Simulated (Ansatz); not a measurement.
Zinc-blende HgTe, treated with PBEsol (PAW; Ansatz, a quantum-chemistry and plane-wave program).

Run with plane-wave cutoff 520 eV, 20×20×20 k mesh, Fermi–Dirac smearing 0.05 eV, perturbation theory, scalar-relativistic PAW data made under PBE.

The cell has the measured lattice parameters. Conventional cell: a = 6.4530 Å, b = 6.4530 Å, c = 6.4530 Å, α = 90.00°, β = 90.00°, γ = 90.00°.

Space group F-43m (No. 216); a = 6.453 Å, b = 6.453 Å, c = 6.453 Å, α = 90.00°, β = 90.00°, γ = 90.00°

```json
[
 {"atom": "Hg", "site": "4a", "symmetry": "-43m", "x": "0.0000", "y": "0.0000", "z": "0.0000"},
 {"atom": "Te", "site": "4c", "symmetry": "-43m", "x": "0.2500", "y": "0.2500", "z": "0.2500"}
]
```
(The calculation used a cell of 2 atoms; values per cell refer to that cell.)

Harmonic phonon frequencies (cm⁻¹; i marks an imaginary mode; at Γ without the LO shift):

```tsv
q point	frequencies
Γ	[?]
X	[?]
L	18 18 82 128 128 141
```

Problem. What belongs in the gaps?

Solution. 
- Γ, frequencies: 0 0 0 116 116 116
- X, frequencies: 14 14 93 132 140 140

Measured, for comparison: zone-centre TO phonon frequency 116 cm⁻¹ (temperature not stated, not corrected to a static lattice, Raman; as tabulated in Cardona et al. (2009), arXiv:0908.2634). Computed (rounded) less measured: zone-centre TO phonon frequency 0.0 %.

No imaginary mode appears at these points.

Note: the solid has no gap at this level, which affects its response; the cell isn't this level's own, so it is under some stress, which shifts stiffness and frequencies.
